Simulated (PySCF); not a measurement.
A geometry optimisation on `C[PH](C)=S`.

Computed with PBE0-D3(BJ)/def2-SVP geometry optimisation, gas phase (PySCF 2.14.0). Start geometry: GFN2-xTB. The input is one job of a driver script: a line of settings, then coordinates in Å.

Command:
```bash
OMP_NUM_THREADS=1 python probes_run.py task.json out
```

Input:
```
{"job": {"xc": "PBE0", "basis": "def2-SVP", "d3": "d3bj", "grid": 1, "shake": 0.01, "kind": "geom"}, "charge": 0, "multiplicity": 1}
C     -1.398300    -0.214820     0.436570
P      0.063360     0.748060    -0.072860
C      1.324270    -0.519110    -0.418460
S      0.634800     2.173350     1.122330
H     -1.673310    -0.961900    -0.308000
H     -2.251680     0.513720     0.541360
H     -1.207490    -0.646660     1.402990
H     -0.263890     1.155170    -1.373230
H      2.227400    -0.015250    -0.787130
H      1.604530    -0.992030     0.547140
H      0.978420    -1.266360    -1.106350
```

Question: Give the output.

Answer: 
```
step   0  E = -819.34249112  max force = 0.029093
step   1  E = -819.34326470  max force = 0.006251
step   2  E = -819.34433165  max force = 0.003350
step   3  E = -819.34461033  max force = 0.001617
step   4  E = -819.34465522  max force = 0.000794
step   5  E = -819.34467859  max force = 0.000435
step   6  E = -819.34469720  max force = 0.000597
step   7  E = -819.34471312  max force = 0.000509
step   8  E = -819.34471995  max force = 0.000386
optimisation converged
```

Energies in Eh; «max force» is the largest Cartesian gradient component in Eh/bohr.

Question: Give the first gradient maximum in eV/Å.

Answer: With 1 Eh/bohr = 51.422 eV/Å, 1.496 eV/Å.

Question: How much energy does the optimisation release, in kcal/mol?

Answer: E(step 0) − E(last step) = 0.002229 Eh, which is 1.4 kcal/mol.

In short: final energy -819.34472 Eh after 8 steps; dipole 4.51 D.

Question: Give the final coordinates.

Answer: 0.020 Å rms from the input after alignment:
```
atom  x, y, z in Å
C1    -1.3823    0.3598    0.3926
P2     0.3379    0.6666   -0.1219
C3     1.0684   -0.9895   -0.3214
S4     1.3429    1.8869    1.0069
H5    -1.8986   -0.3123   -0.3093
H6    -1.9047    1.3249    0.4453
H7    -1.3670   -0.0837    1.3988
H8     0.1636    1.0720   -1.4794
H9     2.0868   -0.8754   -0.7175
H10    1.1304   -1.4592    0.6709
H11    0.4694   -1.6166   -0.9992
```

Question: How long does this job take on Arm Neoverse V2, one thread, shared host with 96 logical CPUs at a one-minute load of 65? And the peak memory of the process?

Answer: About 26 s, with 0.41 GiB resident at the peak, the Python interpreter and its libraries included.
Labels such as C1 count atoms from 1, the log's own numbers from 0.
